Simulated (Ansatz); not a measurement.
Property card for CdCu3

All numbers below come from Ansatz 0.2.0, DFT r2SCAN, scalar-relativistic, plane waves, PAW.

Settings: cutoff 500 eV, Γ-centred mesh 12×12×12 on the computed 4-atom cell, Gaussian smearing of 0.10 eV; no spin polarisation.

The structure is relaxed at this level of theory with its symmetry kept. Whether it is the stable form of this composition wasn't checked.

Symmetry: Pm-3m, No. 221, cubic system. Conventional cell: a = 3.783 Å, b = 3.783 Å, c = 3.783 Å, α = 90.00°, β = 90.00°, γ = 90.00°. Cd (site symmetry m-3m) has 12 Cu at 2.67 Å as nearest neighbours. Cu (site symmetry 4/mmm) is surrounded by 4 Cd at 2.67 Å and 8 Cu at 2.67 Å.

| Item | Value |
| --- | --- |
| Volume per atom | 13.53 Å³ |
| Formation energy from the elements' standard states (uncorrected) | +0.072 eV/atom |
| Generalised Kohn–Sham band gap | none (metal) |
| Density of states at the Fermi level | 1.14 states/eV per cell |
| Bulk modulus | 128 GPa |
| Its pressure derivative | 5.1 |
| Bader charges (e) | Cd (1 in the cell) 0.16, Cu (3 in the cell) -0.05 |